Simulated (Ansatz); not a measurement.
# Elastic constant C12 of solid CO2 (dry ice) at several levels of theory

No measured value is used here.

| level (code) | value (GPa) | cell (Å³/atom) |
|---|---|---|
| LDA (Ansatz) | 13.0 | 12.30 |
| PBEsol (Ansatz) | ___ | 16.29 |
| r²SCAN (Ansatz) | 6.06 | 14.48 |
| HSE06-D3(BJ) (Ansatz) | 4.99 | 15.16 |

Question: What belongs in the gaps?

Answer: 
- PBEsol (Ansatz, an electronic-structure program), value (GPa): 2.30

LDA: LDA has no dispersion term either, though it tends to give short spacings of layers, chains or molecules. PBEsol, r²SCAN: the cell comes from a level without a dispersion term, which matters for the spacing of layers, chains or molecules. HSE06-D3(BJ): the dispersion coefficients are held fixed in the derivatives. Each level is taken at its own relaxed cell. Cutoffs differ between the levels. Ansatz's density-functional and Hartree–Fock values are scalar-relativistic unless marked +SOC, with PAW data made under PBE.
